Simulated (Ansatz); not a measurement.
in.yaml

```yaml
crystal:
  periodic: [false, false, false]
  atoms:
    - {symbol: Cl, position_ang: [0.000000, 0.000000, -1.410000]}
    - {symbol: H, position_ang: [0.000000, 0.000000, 0.210000]}
    - {symbol: O, position_ang: [0.000000, 0.000000, 1.200000]}
basis:
  gaussian: {orbitals: cc-pVDZ}
magnetization: {spin_polarized: true, initial_magnetization: 2}
hamiltonian: {xc: {name: PBE}}
correlation: {method: rpa, electrons: outside_noble_gas}
```

```sh
$ ansatz run in.yaml --threads 1 --pin off --events-out ev --progress --plain --max-ram 2393MiB
```

Output:

```
365 factors; integrals over basis functions are off by at most 1.4e-3 eV
mean field evaluation 1: about -14553.6763 eV, gradient 5.7e1 eV
mean field evaluation 2: about -14553.6744 eV, gradient 5.7e1 eV
mean field evaluation 4: about -14558.7321 eV, gradient 5.5e1 eV
mean field evaluation 8: about -14567.9292 eV, gradient 3.1e1 eV
mean field evaluation 16: about -14574.5981 eV, gradient 1.8e-5 eV
mean field evaluation 32: about -14574.3542 eV, gradient 2.9e-6 eV
mean field evaluation 64: about -14573.4602 eV, gradient 7.0e-7 eV
mean field evaluation 96: about -14574.1881 eV, gradient 7.4e0 eV
mean field evaluation 128: about -14574.5287 eV, gradient 1.5e0 eV
mean field evaluation 160: about -14574.3017 eV, gradient 4.6e0 eV
mean field -14574.59805663 eV, -535.6065995636 hartree, gradient 1.0e-6 eV, S^2 2.002730; 13 other end points of the search recorded, 0 dependent functions left out
6 core orbitals not correlated: weight in the atoms' cores, before any rotation towards them, 1.000 or more for the frozen orbitals, at most 0.000 for the correlated occupied ones
reference -14550.44475056 eV, -534.7189819373 hartree; 8, 6 occupied and 23, 25 virtual orbitals, 365 factors
Total energy: -14566.23589017 eV, -535.2992956146 hartree
```

Ran on 1 thread of Arm Neoverse V1, shared host: 7.5 s wall, 0.15 GiB peak host memory.
